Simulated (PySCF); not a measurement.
# LiMg−: from the state search to spectroscopic constants

The task here is to estimate one member of a computed series from the others.

Computed with PySCF 2.14.0. Level: Li aug-pcseg-1, Mg aug-pcseg-1, no relativity.

4 further runs of the same task are left out: 4 set aside as unsound or not needed.

Set-up of the first run:

Settings of the job:

* atoms: Li, Mg
* charge: -1
* basis: Li aug-pcseg-1, Mg aug-pcseg-1
* Hamiltonian: no relativity
* basis functions: 27
* electrons treated: 16
* masses in u: 7.0160, 23.9850
* levels: PBE0, PBE, r²SCAN, BHandHLYP, PW91, TPSS, CAM-B3LYP, MP2, SCS-MP2, CCSD, CCSD(T)
* grid: 80 radial by 434 angular points
* occupations: held fixed by the projection of orbital angular momentum
* dissociation limit: Li− + Mg, each in its ground configuration
* starting distance in angstrom: 2.740
* values of 2S to try: 0, 2

On the command line:

```
OMP_NUM_THREADS=1 python dia.py task.json out
```

Steps of the session up to this table: Input; PBE0 along the bond; PBE (GGA); r²SCAN (meta-GGA); BHandHLYP (global hybrid GGA); PW91 (GGA); TPSS (meta-GGA); CAM-B3LYP (range-separated hybrid); Correlated methods on the Hartree–Fock reference.

One of the session's tables, all rows but one given; the rest of the session is left out.

It belongs to the step «The curves together». Energy (eV) from each level's lowest point:

| R (Å) | RHF-MP2 | RHF-SCS-MP2 | RHF-CCSD | RHF-CCSD(T) | PBE |
| --- | --- | --- | --- | --- | --- |
| 2.977 | 0.115 | 0.134 | n/a | n/a | 0.057 |
| 3.116 | 0.066 | 0.083 | 0.097 | 0.081 | 0.022 |
| 3.254 | 0.035 | 0.049 | 0.062 | 0.049 | 0.005 |
| 3.358 | 0.020 | 0.032 | 0.044 | 0.033 | 0.000 |
| 3.462 | 0.010 | 0.020 | 0.030 | 0.021 | 0.000 |
| 3.566 | ? | ? | ? | ? | ? |
| 3.704 | 0.000 | 0.004 | 0.011 | 0.006 | 0.015 |
| 3.877 | 0.000 | 0.001 | 0.004 | 0.001 | 0.032 |
| 4.085 | 0.004 | 0.000 | 0.000 | 0.000 | 0.056 |
| 4.362 | 0.012 | 0.004 | n/a | n/a | 0.089 |

Q: Estimate the row for R (Å) = 3.566 from the others.

Worked estimate for «RHF-MP2». A straight line through the neighbours (3.462, 0.010) and (3.704, 0.000) gives 0.010 + (0.000 − 0.010) × (3.566 − 3.462) / (3.704 − 3.462) = 0.006; a parabola fitted to 4 rows on both sides gives 0.004.

As computed: RHF-MP2: 0.004; RHF-SCS-MP2: 0.011; RHF-CCSD: 0.020; RHF-CCSD(T): 0.013; PBE: 0.005. In «RHF-MP2» the line misses by +0.002 and the parabola by 0.000.
